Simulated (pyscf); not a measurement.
Single points on ωB97X-D3(BJ)/def2-SVP structures (PySCF, gas phase).

Problem. For the elementary gas-phase step H₂N–SiH₂–NH–Si•(NH₂)–OH (SMILES N[SiH2]N[Si](N)O) + H₂ (SMILES [H][H]) → H₂N–SiH•–NH–SiH₂–NH₂ (SMILES N[SiH]N[SiH2]N) + H₂O (SMILES O) (doublet surface; O–Si, H–H broken, H–Si, H–O formed), what barrier and reaction energy does ωB97X-D3(BJ)/def2-TZVP give, measured from the separated reactants?

Solution. ΔE‡ = 186.4 kJ/mol, ΔE = +90.1 kJ/mol. ωB97M-D3(BJ)/def2-TZVP gives 179.9 kJ/mol and +88.6 kJ/mol. Zero-point energy shifts the barrier by +11.2 kJ/mol. It is a four-centre exchange, with an imaginary mode of 1460i cm⁻¹. On the product side the descent ends in an adduct with a O–Si contact, 30.7 kJ/mol over the separated species and 65.6 kJ/mol under the saddle at ωB97X-D3(BJ)/def2-TZVP. What is counted as broken (O–Si) persists as a longer contact in the product adduct; parting that adduct is a step of its own. At the saddle there is also a short H–Si contact that neither side keeps. This is the saddle that the search found; another between the same sides may lie lower.
